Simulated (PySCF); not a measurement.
Species: dimethylaminyl, C₂H₆N (doublet state).
Atom-mapped SMILES: `[CH3:1][N:2][CH3:3]` (hydrogens: H4, H5, H6 on C1; H7, H8, H9 on C3)

Level of theory: PySCF, UKS B3LYP, IGLO-III on C N, pcH-1 on H, non-relativistic, mean-field spin-orbit, GIAO. Isolated species at its PBE0-D3(BJ)/def2-SVP geometry, gas phase. No stability test was run, so a lower SCF solution isn't excluded.

**Question.** Break the g tensor into its mass correction, gauge correction and orbital-Zeeman/spin–orbit terms.

**Answer.** 
```csv
Δg (ppt),1,2,3
relativistic mass correction,-0.20,-0.20,-0.20
gauge correction,-0.01,0.05,0.03
orbital Zeeman/spin–orbit,0.00,1.73,5.39
total,-0.20,1.59,5.22
```

So g = 2.00212, 2.00391, 2.00754 and g_iso = 2.00452; the tensor is rhombic: the two nearest values differ by 33 % of g3 − g1. 

**Question.** At 9.625 GHz, how far is the centre of the isotropic spectrum from where a free electron (g = 2.002319) resonates?

**Answer.** B = hν/(g μB) with μB/h = 13.99624 MHz/mT gives 343.44 mT for the free electron and 343.07 mT at g_iso, 0.38 mT lower.

**Question.** What effective moment and Curie constant follow for a powder?

**Answer.** With the mean of g² = 4.0181 and S(S+1) = 0.75: μ_eff = √(⟨g²⟩S(S+1)) = 1.736 μB and χT = 0.12505·⟨g²⟩·S(S+1) = 0.377 cm³ K/mol (cgs; spin-Hamiltonian part alone).

**Question.** In a frozen sample, at which fields do the three g values resonate at 9.5, 34, 94 and 263 GHz (hyperfine left aside), and which band first spreads them over more than twice a line width of 1.0 mT?

**Answer.** 
| band | GHz | B(g3) mT | B(g2) mT | B(g1) mT | spread mT |
| --- | --- | --- | --- | --- | --- |
| X | 9.5 | 338.10 | 338.71 | 339.02 | 0.92 |
| Q | 34.0 | 1210.05 | 1212.24 | 1213.33 | 3.28 |
| W | 94.0 | 3345.44 | 3351.49 | 3354.50 | 9.06 |
| J | 263.0 | 9360.10 | 9377.05 | 9385.45 | 25.35 |

The spread grows in proportion to the frequency. Q band is the first where it exceeds 2.0 mT.

Largest spin populations (Mulliken): N2 (+0.94), C3 (-0.09), C1 (-0.09) and H5 (+0.06). No atom but N2 exceeds +0.15.

The HOMO–LUMO gaps are 8.00 eV among the α and 4.46 eV among the β orbitals.

Time: 10 s of wall time. Hardware: one thread of an Arm Neoverse V2, no GPU, on a shared host.
